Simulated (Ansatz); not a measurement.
# Worked example: Si–BH2, quartet against Si–BH2, doublet

Geometry (PBE0/def2-TZVP stationary point of a doublet), kept for both states (Si–BH2, doublet: B1; Si–BH2, quartet: A2):

```xyz
4

Si    0.0000    0.0000    0.6345
B     0.0000    0.0000   -1.2907
H     0.0000   -1.0258   -1.9185
H     0.0000    1.0258   -1.9185
```

Basis 6-31G; Ansatz 0.2.0. Correlated methods freeze the noble-gas cores. R marks a restricted (for open shells ROHF) determinant, U an unrestricted one.

Full CI is exact within this basis and frozen core; it isn't the basis-set limit. The frozen core follows each run's orbitals, which can shift R against U totals by a few meV.

```
   level  E(Si–BH2, doublet) (hartree)  E(Si–BH2, quartet) (hartree)
     UHF                   -314.638157                   -314.619276
    UMP2                   -314.720461                   -314.690943
UCCSD(T)                   -314.749539                   -314.716830
     PBE                   -315.196885                   -315.155494
    PBE0                   -315.229985                   -315.190171
 full CI                   -314.750406                   -314.717690
```

**Question.** Give the vertical gap, Si–BH2 quartet less Si–BH2 doublet, at each level in eV (1 hartree = 27.2114 eV), and each error against full CI.

**Answer.** full CI: (-314.717690 − (-314.750406)) × 27.2114 = 0.890 eV (the reference)
PBE0: (-315.190171 − (-315.229985)) × 27.2114 = 1.083 eV, error 0.193 eV
PBE: (-315.155494 − (-315.196885)) × 27.2114 = 1.126 eV, error 0.236 eV
UCCSD(T): (-314.716830 − (-314.749539)) × 27.2114 = 0.890 eV, error 0.000 eV
UMP2: (-314.690943 − (-314.720461)) × 27.2114 = 0.803 eV, error -0.087 eV
UHF: (-314.619276 − (-314.638157)) × 27.2114 = 0.514 eV, error -0.376 eV

Total energies of functionals can't be set beside those of wave-function methods, since they hold the core's correlation and their own absolute errors; only the differences compare.

The set has no polarisation functions, so the order and spacing of states can differ from the basis-set limit.

In so small a basis the reference is far from its limit while semilocal and hybrid functionals are nearer theirs, so the functionals' errors here hold much of the reference's basis and frozen-core error, which can add to them or hide them.

Each level lands on the state that its own search finds. T1 diagnostics of restricted CCSD: 0.027 and 0.033.
